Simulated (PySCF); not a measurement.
Cartesian coordinates in Å; atom numbers follow the order of the lines, from 1:
```xyz
19

C     2.794   -0.292    0.403
N     1.450   -0.614    0.000
C     0.542    0.507    0.011
C    -0.880    0.104   -0.376
C    -1.781    1.329   -0.462
C    -1.440   -0.944    0.577
H     2.798    0.044    1.453
H     3.433   -1.187    0.348
H     3.279    0.511   -0.195
H     1.452   -1.043   -0.923
H     0.526    0.927    1.034
H     0.876    1.340   -0.651
H    -0.826   -0.345   -1.387
H    -2.798    1.055   -0.784
H    -1.868    1.820    0.522
H    -1.392    2.073   -1.174
H    -1.573   -0.517    1.585
H    -2.421   -1.313    0.238
H    -0.751   -1.795    0.665
```

Geometry: PBE0-D3(BJ)/def2-SVP; GIAO shifts from PySCF 2.14.0 with density-fitted response routines, gas phase, non-relativistic, averaged over equivalent atoms.

At PBE0/6-31G (80 basis functions, 8.3 s wall time on 1 thread of an Arm Neoverse V2, shared host):
```csv
atoms,δ (ppm)
C3,58.6
C1,36.5
C4,31.0
C5/C6,22.5
N2,32.3
H7/H8/H9,2.52
H11/H12,2.36
H13,1.50
H14/H15/H16/H17/H18/H19,1.22
H10,-0.83
```

δ = σ(ref) − σ, references computed at the same level: 13C (199.54 ppm), 1H (32.61 ppm) against TMS; NH3 for 15N (260.69 ppm).

Problem. Estimate the result of repeating the calculation with wB97X-D/pcSseg-1.

Solution. 
```tsv
atoms	δ at wB97X-D/pcSseg-1	change
C3	61.7	+3.1
C1	38.5	+2.0
C4	31.9	+0.9
C5/C6	22.4	-0.1
N2	42.3	+10.0
H7/H8/H9	2.44	-0.08
H11/H12	2.06	-0.30
H13	1.06	-0.44
H14/H15/H16/H17/H18/H19	0.98	-0.24
H10	-0.86	-0.03
```

References, each an isolated molecule treated in the same way: TMS for 13C (σref 184.54) and 1H (σref 31.38); 15N (σref 263.98) vs NH3.

The largest change is at N2 (amine nitrogen). Cost: 167 basis functions, 32 s wall time on 1 thread of an Arm Neoverse V1, shared host. The order of the carbon signals is the same at both levels.

Experimental scales use liquid or dissolved standards, which lie at an offset from isolated NH3 (liquid NH3: subtract about 20 ppm).
